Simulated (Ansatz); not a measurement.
**Changing the shape of CO₂ (charge +1), doublet**

Program: Ansatz, Gaussian basis, development build; OMP3 by scripts on PySCF. Settings: cc-pVTZ; 3 core orbitals frozen; no relativity. On stretched bonds single-reference methods can fail or change state.

Case A:

| atom | x (Å) | y (Å) | z (Å) |
| --- | --- | --- | --- |
| O | 0.0000 | 0.0000 | -1.1800 |
| C | 0.0000 | 0.0000 | 0.0000 |
| O | 0.0000 | 0.0000 | 1.1800 |

Case B:

```xyz
3

O     0.0000    0.0000   -1.2600
C     0.0000    0.0000    0.0000
O     0.0000    0.0000    1.1000
```

Energy less that of case A, in eV:

```csv
case,RCCSD,UOMP3
B,+0.123,+0.154
```

**Question.** What does UCCSD(T) give for these differences?

**Answer.** B: +0.223 eV (5.1 kcal/mol).
